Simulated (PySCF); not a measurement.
# SF₂: bending curve

These are results of r2SCAN in PySCF with S def2-TZVP, F def2-TZVP; no relativity; density-fitted integrals, not measurements.

Rigid scan from the singlet minimum (S–F 1.602 Å (×2); F–S–F 98.7°). Coordinate: the F–S–F angle, bonds fixed. Energies in kJ/mol from the minimum.

Question: Predict the curve at 80, 90, 100, 110, 120, 130, 140, 150, 160, 170, 180.

Answer: 
| bond angle (°) | E (kJ/mol) | dipole size (D) |
| --- | --- | --- |
| 80 | 54.0 | 1.49 |
| 90 | 9.5 | 1.23 |
| 100 | 0.2 | 0.96 |
| 110 | 12.1 | 0.70 |
| 120 | 38.6 | 0.46 |
| 130 | 75.3 | 0.25 |
| 140 | 118.4 | 0.08 |
| 150 | 163.5 | 0.03 |
| 160 | 205.3 | 0.08 |
| 170 | 235.7 | 0.06 |
| 180 | 247.1 | 0.00 |

With the bonds held, the linear shape lies 247.1 kJ/mol from the minimum.

Other isomers or separated fragments may lie lower.
